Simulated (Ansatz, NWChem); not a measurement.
Worked example: vertical ionisation energy of PH2F (phosphinous fluoride(8ci,9ci))

PH2F: 4 atoms, total charge 0, spin state singlet. SMILES: `FP`. Geometry: relaxed at GFN2-xTB.

Both states at this one shape; open shells run unrestricted unless said. 1 Eh = 27.2114 eV.

```tsv
level	program	singlet PH2F (Eh)	doublet PH2F+ (Eh)
M05-D3(0)/6-31G (density fitting with weigend coulomb fitting)	NWChem	-442.273458	-441.881905
CCSDT/STO-3G, 6 core orbitals frozen	Ansatz	-436.161425	-435.905095
```

Problem. Work out the vertical ionisation energy at each level.

Solution. 
1. M05-D3(0)/6-31G (density fitting with weigend coulomb fitting): -441.881905 − (-442.273458) = 0.391553 Eh = 10.65 eV.
2. CCSDT/STO-3G: -435.905095 − (-436.161425) = 0.256330 Eh = 6.98 eV.

No measured value is set beside it here; the levels span 6.98 to 10.65 eV. Minimal sets are far from the basis-set limit.
